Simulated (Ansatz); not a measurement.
**BHS (singlet): wave-function methods side by side at distance B1–H3 = 1.291 Å, 6-31G**

One table from this session's results is given with a row withheld; the runs are named, their logs left out.

The runs use Ansatz 0.2.0, Gaussian basis; 6-31G, core rule «outside noble gas», up to 6 orbitals frozen.

Plan: UHF; CCSD(T) on RHF; BCCD(T) on RHF; CISD; CCSDT(Q) on RHF; CISDTQ; CCSDTQ on RHF; CASSCF and MRCISD+Q, 2 electrons in 2 orbitals; CASSCF and NEVPT2, 2 electrons in 2 orbitals; CASSCF and MRCISD+Q, 10 electrons in 9 orbitals; CASSCF and NEVPT2, 10 electrons in 9 orbitals; Full CI.

16 further runs of the same task are left out: 12 that didn't finish, 4 set aside as unsound or not needed.

### What is computed

The geometry derives from a PBE0/def2-TZVP stationary point (not a proven minimum). One bond is set to the value named and the two fragments are kept rigid.

3 atoms, charge 0, spin multiplicity 1.

Atoms are counted from 1 here; the program's logs count them from 0.

Bond lengths: B1–S2 1.598 Å, B1–H3 1.291 Å. Angles: S2–B1–H3 180.0°.

Set-up of the first run:

File in.yaml:

```yaml
crystal:
  periodic: [false, false, false]
  atoms:
    - {symbol: B, position_ang: [0.000000, 0.000000, 0.102267]}
    - {symbol: S, position_ang: [0.000000, 0.000000, -1.495533]}
    - {symbol: H, position_ang: [0.000000, 0.000000, 1.393267]}
basis:
  gaussian: {orbitals: 6-31G}
magnetization: {spin_polarized: true, initial_magnetization: 0}
hamiltonian: {xc: hf}
output: {orbitals: {seedname: orbitals}}
```

Launch:

```bash
$ ansatz run in.yaml --threads 1 --pin off --events-out ev --progress --plain --max-ram 2393MiB
```

Among the steps run: UHF; CCSD(T) on RHF; BCCD(T) on RHF; CISD; CCSDT(Q) on RHF; CISDTQ; CCSDTQ on RHF; CASSCF and MRCISD+Q, 2 electrons in 2 orbitals; CASSCF and NEVPT2, 2 electrons in 2 orbitals; CASSCF and MRCISD+Q, 10 electrons in 9 orbitals; CASSCF and NEVPT2, 10 electrons in 9 orbitals; Full CI.

One of the session's tables, all rows but one given; the rest of the session is left out.

| method | from FCI (meV) |
| --- | --- |
| RHF | +3673.7 |
| RMP2 | +547.3 |
| CISD | +370.8 |
| RCCSD | +179.3 |
| RCCSD(T) | +22.2 |
| BCCD(T) | +19.7 |
| RCCSDT | ? |
| CISDTQ | +25.0 |
| RCCSDT(Q) | -0.9 |
| RCCSDTQ | -1.1 |
| CASSCF pair | +3218.9 |
| NEVPT2 pair | +484.4 |
| CASSCF valence | +1021.7 |
| NEVPT2 valence | +282.0 |
| MRCISD valence | +28.1 |
| MRCISD+Q valence | +6.6 |
| FCI | 0 |

Estimate the missing values for RCCSDT.

**Answer.** from FCI (meV): -5.7. In the column «from FCI (meV)» it is the lowest.

Not comparable, so not listed: CASSCF and MRCISD+Q, 2 electrons in 2 orbitals (they don't share determinant, frozen orbitals or solution with the rows shown, or repeat one).

To keep in mind: RCCSDT falls below full CI, which methods that aren't variational can do. Warnings in the runs' records: passed over end.
